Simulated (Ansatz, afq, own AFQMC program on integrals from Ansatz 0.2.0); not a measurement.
## Where AFQMC and coupled cluster stand for CH₂⁺, doublet

```json
{"atom": "C", "x (Å)": "0.0000", "y (Å)": "0.0000", "z (Å)": "-0.8932"}
{"atom": "H", "x (Å)": "0.0000", "y (Å)": "0.0000", "z (Å)": "2.8798"}
{"atom": "H", "x (Å)": "0.0000", "y (Å)": "0.0000", "z (Å)": "-1.9867"}
```

Basis cc-pVDZ. Noble-gas cores (and the filled d shells of Ga–Kr and In–Xe) are frozen. AFQMC by an in-house program on the Cholesky factors that Ansatz 0.2.0 writes for its CCSD(T) run. ph-AFQMC/CISD is guided by a CISD state made of CCSD amplitudes; releasing the constraint for a short imaginary time cuts its bias at the price of noise, slowly where states lie close. Uncertainties: one standard error, sampling alone.

Determinant: UHF, the one that the program's search chose, which needn't be the lowest solution. The geometry is a point of a scan.

Full CI on the same integrals is exact in this basis and with this determinant's frozen core.

Cautions: strong correlation (T1 0.151, weight of the determinant 0.72, largest double 0.14); unrestricted determinant spin contaminated (⟨S²⟩ 1.26 against 0.75); the released energies have errors that jump between times, so the bars are unsure, so no released level is given (meV from the phaseless value at times in 1/Eh: -5.0 ± 2.2 at 0.24, -5.8 ± 2.4 at 0.51, -35 ± 25 at 0.99, -6 ± 4 at 1.62, -14 ± 6 at 2.40), though the last usable value meets full CI within the noise.

The T1 diagnostic is 0.1512, the weight of the determinant in the CISD state is 0.720 and the ⟨S²⟩ of the determinant is 1.261. The size of the correlated space is 5 electrons in 23 orbitals.

```csv
level,correlation energy (eV)
MP2,-1.4861
CCSD,-2.4197
CCSD(T),-2.4575
```

Estimate where full CI lies against CCSD(T) on the same integrals.

1.5 kJ/mol below CCSD(T).

Reference: full CI, correlation energy -2.473 eV. The cautions show a poor starting determinant, so the rows tell how each method copes with it here, and full CI is the sure value.

```json
{"level": "CCSD(T)", "E − E(reference) (kJ/mol)": "1.5", "share of correlation (%)": "99.38"}
{"level": "CCSDT", "E − E(reference) (kJ/mol)": "0.3", "share of correlation (%)": "99.86"}
{"level": "CCSDT(Q)", "E − E(reference) (kJ/mol)": "0.1", "share of correlation (%)": "99.95"}
{"level": "CCSDTQ", "E − E(reference) (kJ/mol)": "0.0", "share of correlation (%)": "100.00"}
{"level": "ph-AFQMC/CISD", "E − E(reference) (kJ/mol)": "0.7 ± 0.2", "share of correlation (%)": "99.72"}
```

CCSDT and higher add their correlation energy to the determinant of the CCSD(T) run, since their own runs factorise the integrals more tightly (a shift of under 2 meV).
